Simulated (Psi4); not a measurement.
# BH2Cl (SMILES [H]B([H])Cl): levels of theory compared

Aim: a comparison of 5 runs (HF/STO-3G, B3LYP/6-31G*, LCCD/cc-pVDZ-DK, CCSD(T)/cc-pVTZ-DK) of BH2Cl. 

The calculation is run with Psi4 1.11.

## (1) The molecule

BH2Cl: 4 atoms, total charge 0, spin state singlet. SMILES: `[H]B([H])Cl`. The coordinates come from a GFN2-xTB relaxation.

Bond lengths: B1–Cl4 1.673 Å, B1–H2 1.172 Å, B1–H3 1.172 Å. Angles: H2–B1–Cl4 119.1°, H3–B1–Cl4 119.0°, H2–B1–H3 121.9°.

## (2) The energy at HF/STO-3G (run 1)

Input file input.in:

```
memory 1.6 GB

molecule {
  0 1
  B      0.069310     0.114420    -0.000410
  H      1.240090     0.070720     0.015540
  H     -0.512130     1.131590    -0.018950
  Cl    -0.797280    -1.316740     0.003830
  symmetry c1
}

set basis STO-3G
set puream true
set e_convergence 1e-09
set d_convergence 1e-08
set scf_type pk

energy_value, wavefunction = energy("hf", return_wfn=True)
```

Run with:

```sh
$ psi4 input.in input.out -n 1
```

input.out:

```text
[...]
  Running in c1 symmetry.
[...]
  Nuclear repulsion =   38.958045577157094
[...]
  Multiplicity = 1
[...]
  Nalpha       = 12
  Nbeta        = 12
[...]
    Number of basis functions: 16
[...]
   @RHF iter   1:  -480.08840554543082   -1.08910e+00   1.31945e-02 DIIS/ADIIS
[...]
   @RHF iter   8:  -480.12457711420137   -1.08002e-12   4.96348e-09 DIIS
[...]
    Orbital Energies [Eh]
    ---------------------
    Doubly Occupied:
       1A   -103.729138     2A    -10.410541     3A     -7.854397
       4A     -7.849776     5A     -7.848526     6A     -7.493014
       7A     -1.065140     8A     -0.670047     9A     -0.547985
      10A     -0.501052    11A     -0.447255    12A     -0.391034
[...]
  @RHF Final Energy:  -480.12457711420137
   => Energetics <=
    Nuclear Repulsion Energy =             38.9580455771570939
    One-Electron Energy =                -740.5494350779982824
    Two-Electron Energy =                 221.4668123866397877
    Total Energy =                       -480.1245771142013723
[...]
 Multipole Moments:
 ------------------------------------------------------------------------------------
     Multipole            Electronic (a.u.)      Nuclear  (a.u.)        Total (a.u.)
 ------------------------------------------------------------------------------------
 L = 1.  Multiply by 2.5417464519 to convert [e a0] to [Debye]
 Dipole X            :         -1.1010991            1.3494151            0.2483160
 Dipole Y            :         -1.8186567            2.2287107            0.4100540
 Dipole Z            :          0.0050025           -0.0063272           -0.0013247
 Magnitude           :                                                    0.4793817
[...]
```

It took 1.8 s on 1 thread of AMD EPYC 7R43 (Zen 3), shared host; peak memory 0.17 GiB.

## (3) Energy and forces at B3LYP/6-31G(d) (spherical functions) (run 2)

Input file bclh2.py:

```python
import psi4

psi4.set_memory(1600000000)
psi4.set_num_threads(1)
psi4.core.set_output_file('bclh2.out', False)

m = psi4.geometry("""
B      0.069310     0.114420    -0.000410
H      1.240090     0.070720     0.015540
H     -0.512130     1.131590    -0.018950
Cl    -0.797280    -1.316740     0.003830
symmetry c1
no_reorient
no_com
""")

psi4.set_options({
    'basis': '6-31G*',
    'reference': 'rks',
    'puream': True,
    'e_convergence': 1e-09,
    'd_convergence': 1e-08,
    'scf_type': 'pk',
    'dft_radial_points': 99,
    'dft_spherical_points': 590,
})

energy_value = psi4.gradient('B3LYP', molecule=m)
print('gradient / Eh bohr^-1')
print(energy_value.np.round(6))
for k, v in sorted(psi4.core.scalar_variables().items()):
    print(f'{k:45s} {v:18.10f}')
```

Run with:

```sh
$ python bclh2.py
```

bclh2.out:

```text
[...]
  Running in c1 symmetry.
[...]
  Nuclear repulsion =   38.958045577157087
[...]
  Multiplicity = 1
[...]
  Nalpha       = 12
  Nbeta        = 12
[...]
    Number of basis functions: 36
[...]
   @RKS iter   1:  -486.22475764749402   -2.15649e-01   6.20840e-03 DIIS/ADIIS
[...]
   @RKS iter   9:  -486.26244907113409   -1.36424e-12   1.87901e-09 DIIS
[...]
    Orbital Energies [Eh]
    ---------------------
    Doubly Occupied:
       1A   -101.538750     2A     -9.474298     3A     -7.233959
       4A     -7.230736     5A     -7.227186     6A     -6.793440
       7A     -0.862917     8A     -0.523900     9A     -0.412842
      10A     -0.406932    11A     -0.367458    12A     -0.302332
[...]
  @RKS Final Energy:  -486.26244907113409
   => Energetics <=
    Nuclear Repulsion Energy =             38.9580455771570868
    One-Electron Energy =                -746.6951315248320498
    Two-Electron Energy =                 248.1536419540591112
    DFT Exchange-Correlation Energy =     -26.6790050775183190
    Empirical Dispersion Energy =           0.0000000000000000
    VV10 Nonlocal Energy =                  0.0000000000000000
    Total Energy =                       -486.2624490711340854
[...]
  -Total Gradient:
     Atom            X                  Y                   Z
    ------   -----------------  -----------------  -----------------
       1       -0.016972855553    -0.028096696887     0.000063470449
       2       -0.010330495838     0.000419900324    -0.000132564453
       3        0.005140291405    -0.008928871799     0.000171765291
       4        0.022163747780     0.036606804566    -0.000102674274
[...]
```

On the terminal:

```text
gradient / Eh bohr^-1
[[-1.6973e-02 -2.8097e-02  6.3000e-05]
 [-1.0330e-02  4.2000e-04 -1.3300e-04]
 [ 5.1400e-03 -8.9290e-03  1.7200e-04]
 [ 2.2164e-02  3.6607e-02 -1.0300e-04]]
CURRENT ENERGY                                   -486.2624490711
CURRENT REFERENCE ENERGY                         -486.2624490711
DD SOLVATION ENERGY                                 0.0000000000
DFT FUNCTIONAL TOTAL ENERGY                      -486.2624490711
DFT TOTAL ENERGY                                 -486.2624490711
DFT VV10 ENERGY                                     0.0000000000
DFT XC ENERGY                                     -26.6790050775
GRID ELECTRONS ALPHA                               11.9999999882
GRID ELECTRONS BETA                                11.9999999882
GRID ELECTRONS TOTAL                               23.9999999764
NUCLEAR REPULSION ENERGY                           38.9580455772
ONE-ELECTRON ENERGY                              -746.6951315248
PCM POLARIZATION ENERGY                             0.0000000000
PE ENERGY                                           0.0000000000
SCF ITERATION ENERGY                             -486.2624490711
SCF ITERATIONS                                      9.0000000000
SCF TOTAL ENERGY                                 -486.2624490711
TWO-ELECTRON ENERGY                               248.1536419541
XC GRID RADIAL POINTS                              99.0000000000
XC GRID SPHERICAL POINTS                          590.0000000000
XC GRID TOTAL POINTS                           219326.0000000000
```

Run time: 6 s. Hardware: 1 thread of AMD EPYC 7R43 (Zen 3), shared host; peak memory 0.43 GiB.

Runs 3 to 4 aren't shown in full; the table further down has their settings and results.

## (4) The energy at CCSD(T)/cc-pVTZ-DK (sfX2C, Cholesky decomposition, Cholesky for correlation) (run 5)

Input file calc.dat:

```
memory 1600 mb

molecule system {
  0 1
  B      0.13097692     0.21622246    -0.00077479
  H      2.34343047     0.13364143     0.02936634
  H     -0.96778544     2.13839519    -0.03581031
  Cl    -1.50664084    -2.48827798     0.00723765
  units bohr
}

set globals {
  freeze_core true
  scf_type cd
  cc_type cd
  soscf true
  df_basis_mp2 def2-tzvp-ri
  guess huckel
  maxiter 100
  relativistic x2c
}

e, wfn = energy("ccsd(t)/cc-pVTZ-DK", return_wfn=True)
print_variables()
```

Run with:

```sh
$ psi4 -n 1 calc.dat calc.out
```

calc.out:

```text
[...]
  Running in c1 symmetry.
[...]
  Nuclear repulsion =   38.958045599719050
[...]
  Multiplicity = 1
[...]
  Nalpha       = 12
  Nbeta        = 12
[...]
    Number of basis functions: 92
[...]
    WARNING: The X2C and Dirac Hamiltonians have substatially different eigenvalues!
             This is probably caused by the recontraction of the basis set.
[...]
   @RHF iter   1:  -486.30909923353590   -4.86309e+02   1.35638e-02 DIIS/ADIIS
[...]
   @RHF iter   6:  -486.80983311143211   -2.74099e-10   2.76048e-09 SOSCF, nmicro=conv
[...]
  @RHF Final Energy:  -486.80983311143211
   => Energetics <=
    Nuclear Repulsion Energy =             38.9580455997190498
    One-Electron Energy =                -748.5043829215153437
    Two-Electron Energy =                 222.7365042103641599
    Total Energy =                       -486.8098331114321127
[...]
 Multipole Moments:
 ------------------------------------------------------------------------------------
     Multipole            Electronic (a.u.)      Nuclear  (a.u.)        Total (a.u.)
 ------------------------------------------------------------------------------------
 L = 1.  Multiply by 2.5417464519 to convert [e a0] to [Debye]
 Dipole X            :         -1.2266969            1.3494151            0.1227182
 Dipole Y            :         -2.0261187            2.2287107            0.2025920
 Dipole Z            :          0.0056522           -0.0063272           -0.0006751
 Magnitude           :                                                    0.2368623
[...]
      * MP2 total energy:                  -487.104561166241
[...]
      * CCSD total energy:                 -487.133989832091
[...]
      * CCSD(T) total energy                -487.146075125541
[...]
```

Run time: 24 s. Hardware: 1 thread of AMD EPYC 7R43 (Zen 3), shared host; peak memory 0.48 GiB.

## (5) All runs side by side

```csv
run,level,task,integration grid,energy (Eh),dipole moment (D),HOMO energy (eV),LUMO energy (eV),wall time
1,HF/STO-3G,energy,–,-480.124577,1.22,-10.64,5.78,1.8 s
2,B3LYP/6-31G* (spherical functions),gradient,99 radial × 590 angular,-486.262449,0.41,-8.23,-1.59,6 s
3,B3LYP/6-31G* (Cartesian functions),energy,99 radial × 590 angular,-486.266248,0.41,-8.23,-1.59,4.8 s
4,LCCD/cc-pVDZ-DK (fitted SCF),energy,–,-485.266277,–,-11.82,2.18,4.2 s
5,"CCSD(T)/cc-pVTZ-DK (sfX2C, Cholesky decomposition, Cholesky for correlation)",energy,–,-487.146075,–,-11.87,1.97,24 s
```

## (6) Summary of results

| quantity | value |
| --- | --- |
| run 5: total energy | -487.14608 Eh |
| run 5: HOMO energy (Hartree–Fock orbitals) | -11.87 eV |
| run 5: LUMO energy (Hartree–Fock orbitals) | 1.97 eV |
| run 5: HOMO–LUMO gap (Hartree–Fock orbitals) | 13.84 eV |
| run 5: correlation energy (6 core orbitals frozen) | -336.2 mEh |
| run 5: (T) correction | -12.09 mEh |
| run 5: T1 diagnostic | 0.011 |

What this shows: Over runs 1, 2, 3 the dipole moment (its size) runs from 0.41 D (B3LYP/6-31G*) to 1.22 D (HF/STO-3G). The two ends differ in method and basis. Over runs 1, 2, 3 the HOMO–LUMO gap runs from 6.63 eV (B3LYP/6-31G*) to 16.42 eV (HF/STO-3G). Some runs of one species differ in core potentials or relativity; totals across that change don't compare. In run 1 the basis is minimal, so the values are rough. In run 4 relativity is left out where basis or elements ask for it. All runs together took 41 s, the longest 24 s.
